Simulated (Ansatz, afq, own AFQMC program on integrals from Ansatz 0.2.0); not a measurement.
**AlSiH, singlet: AFQMC among the cluster methods**

```
atom   x (Å)   y (Å)    z (Å)
  Si  0.0000  0.0000   3.0149
  Al  0.0000  0.0000  -0.7101
   H  0.0000  0.0000  -2.3049
```

Connectivity, by distances: Si ··· AlH.

Basis 6-31G. Only valence electrons are correlated. Ansatz 0.2.0 and our own AFQMC program on the same integrals; the CISD trial comes from CCSD amplitudes, and released means the phaseless constraint is let go. ± is one standard error of the sampling.

Determinant: RHF, the one that the program's search chose, which needn't be the lowest solution. The geometry is a point of a scan.

Full CI on the same integrals is exact in this basis and with this determinant's frozen core.

Cautions: higher spins were not checked; restricted determinant unstable towards unrestricted (UHF 1.03 eV lower, ⟨S²⟩ 1.00); strong correlation (T1 0.049, weight of the determinant 0.75, largest double 0.17); the CCSDTQ amplitudes may be one of several solutions (largest double 0.67); the released energies are still falling, so no released level is given (meV from the phaseless value at times in 1/Eh: -6 ± 4 at 0.24, -7 ± 3 at 0.51, -10 ± 3 at 0.99, -19 ± 4 at 1.62, -21 ± 4 at 2.40); the determinant fills πx and πy unequally, so it mixes two states of the linear molecule, and each level undoes that mixture to a different degree, while full CI gives the lower state, and by Hund's rule a triplet of that filling probably lies lower still; CCSDTQ on the UHF determinant differs (917 meV lower), perhaps since the unrestricted series falls towards higher spin.

* T1 diagnostic: 0.0485
* weight of the determinant in the CISD state: 0.752
* size of the correlated space: 8 electrons in 18 orbitals

```json
{"level": "MP2", "correlation energy (eV)": "-1.4804"}
{"level": "CCSD", "correlation energy (eV)": "-2.4185"}
{"level": "CCSD(T)", "correlation energy (eV)": "-2.4828"}
```

Task: Estimate where phaseless AFQMC with a CISD trial lies against CCSD(T) on the same integrals.

Result: 0.2 ± 0.4 kJ/mol below CCSD(T). The gap is under twice the noise, so this walk alone can't tell the two apart.

Reference: full CI, correlation energy -2.618 eV. The cautions show a poor starting determinant, so the rows tell how each method copes with it here, and full CI is the sure value.

```json
{"level": "CCSD(T)", "E − E(reference) (kJ/mol)": "13.1", "share of correlation (%)": "94.83"}
{"level": "CCSDT", "E − E(reference) (kJ/mol)": "5.2", "share of correlation (%)": "97.93"}
{"level": "CCSDT(Q)", "E − E(reference) (kJ/mol)": "1.5", "share of correlation (%)": "99.42"}
{"level": "CCSDTQ", "E − E(reference) (kJ/mol)": "0.2", "share of correlation (%)": "99.91"}
{"level": "ph-AFQMC/CISD", "E − E(reference) (kJ/mol)": "12.9 ± 0.4", "share of correlation (%)": "94.90"}
```

CCSDT and higher add their correlation energy to the determinant of the CCSD(T) run, since their own runs factorise the integrals more tightly (a shift of under 2 meV).
